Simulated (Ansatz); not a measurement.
This Ansatz (a first-principles code) input (PBE0/STO-3G) gives -338.20907 Eh with 11 basis functions. A basis named .json is the Basis Set Exchange file of that set (core-valence sets with the plain set on hydrogen).

Ansatz 0.2 input:
```yaml
crystal:
  periodic: [false, false, false]
  atoms:
    - {symbol: P, position_ang: [-0.00494663, -0.00315703, 0.11662516]}
    - {symbol: H, position_ang: [0.03811855, 1.04938416, -0.84687971]}
    - {symbol: H, position_ang: [0.03608089, -1.00202865, -0.90249773]}
basis:
  gaussian:
    orbitals: STO-3G
hamiltonian:
  xc: {name: PBE0}
total_charge: 1
magnetization: {spin_polarized: false}
```

Change:
```diff
- orbitals: STO-3G
+ orbitals: cc-pV_D+d_Z.json
```

### Question
What does the run give now?

### Answer
-342.00679 Eh (PBE0/cc-pV(D+d)Z, 33 functions), a change of -3797.72 mEh.
